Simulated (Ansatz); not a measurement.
# C₃H₃Cl: taking an electron away

How much energy removes an electron from C₃H₃Cl at fixed geometry? The cation is run at each level and the neutral's energy taken from earlier runs.

Method: unrestricted cation, the program's frozen cores in correlated methods; program: Ansatz 0.2.0, Gaussian basis.

Plan: UKS PBE-D4/def2-TZVPP; UKS r2SCAN-D4/def2-TZVPP; UKS PBE0-D4/def2-TZVPP; UKS B3LYP-D4/def2-TZVPP; UKS wB97X-V/def2-TZVPP; UKS wB97M-V/def2-TZVPP; UKS B2PLYP/def2-TZVPP; UHF-CCSD(T)/def2-TZVPP; UHF-MP2/def2-QZVPP; extrapolation to the limit; then −ε(HOMO) from the neutral's earlier runs with LDA (SPW92), PBE-D4, revPBE-D4, BLYP-D4, r2SCAN-D4, B97M-V, PBE0-D4, B3LYP-D4, r2SCANh-D4, r2SCAN0-D4, HSE06-D4, BHLYP-D4, CAM-B3LYP-D4, LC-ωPBE, ωB97X-V, ωB97M-V.

## (1) Structure used throughout

An earlier PBE0-D4 in a triple-zeta def2 set relaxation fixed the geometry.

SMILES `C#CCCl`, 7 atoms, charge 0, spin multiplicity 1.

Atoms are counted from 1 here; the program's logs count them from 0.

Bond lengths: C1–C2 1.199 Å, C1–H5 1.064 Å, C2–C3 1.443 Å, C3–Cl4 1.790 Å, C3–H6 1.090 Å, C3–H7 1.090 Å. Angles: C2–C1–H5 179.8°, C1–C2–C3 179.3°, C2–C3–Cl4 112.2°, C2–C3–H6 111.0°, C2–C3–H7 111.0°, Cl4–C3–H6 106.8°, Cl4–C3–H7 106.8°, H6–C3–H7 108.8°.

## (2) Cation, UKS PBE-D4/def2-TZVPP

in.yaml

```yaml
crystal:
  periodic: [false, false, false]
  atoms:
    - {symbol: C, position_ang: [-1.556153, 0.353719, -0.675550]}
    - {symbol: C, position_ang: [-0.459523, 0.152150, -0.234696]}
    - {symbol: C, position_ang: [0.865875, -0.074060, 0.288547]}
    - {symbol: Cl, position_ang: [0.994958, -1.635448, 1.154310]}
    - {symbol: H, position_ang: [-2.531093, 0.529143, -1.065163]}
    - {symbol: H, position_ang: [1.603957, -0.097304, -0.513225]}
    - {symbol: H, position_ang: [1.143280, 0.703702, 1.000077]}
basis:
  gaussian: {orbitals: def2-TZVPP}
total_charge: 1
magnetization: {spin_polarized: true, initial_magnetization: 1}
hamiltonian: {xc: pbe, dispersion: d4}
```

Command:

```bash
ansatz run in.yaml --threads 2 --pin off --events-out ev --progress --plain --max-ram 4352MiB
```

After this run come: Cation, UKS r2SCAN-D4/def2-TZVPP; Cation, UKS PBE0-D4/def2-TZVPP; Cation, UKS B3LYP-D4/def2-TZVPP; Cation, UKS wB97X-V/def2-TZVPP; Cation, UKS wB97M-V/def2-TZVPP; Cation, UKS B2PLYP (frozen core)/def2-TZVPP; Cation, UHF-CCSD(T)/def2-TZVPP; Cation, UHF-MP2/def2-QZVPP.

Before running them: what should the planned runs give, taken together? Wanted: ionisation energy, CCSD(T)/CBS; nearest functional by difference; nearest −ε(HOMO); −ε(HOMO) of PBE; T1 of the cation.

**Answer**, as computed:

| quantity | value |
| --- | --- |
| ionisation energy, CCSD(T)/CBS | 10.98 eV |
| nearest functional by difference | B2PLYP (-0.29 eV) |
| nearest −ε(HOMO) | LC-ωPBE (-0.02 eV) |
| −ε(HOMO) of PBE | 6.88 eV |
| T1 of the cation | 0.039 |

What this shows: Energy differences with functionals land within 0.93 eV of the reference. The PBE orbital energy is 4.1 eV too small: a semilocal HOMO is no ionisation energy. Among orbital estimates LC-ωPBE comes nearest. Hartree-Fock falls 1.54 eV short, as the neutral has more correlation energy than the cation. The cation's T1 (from the report) is 0.039, near the customary mark of 0.045 for open shells, so the coupled-cluster value is less safe.
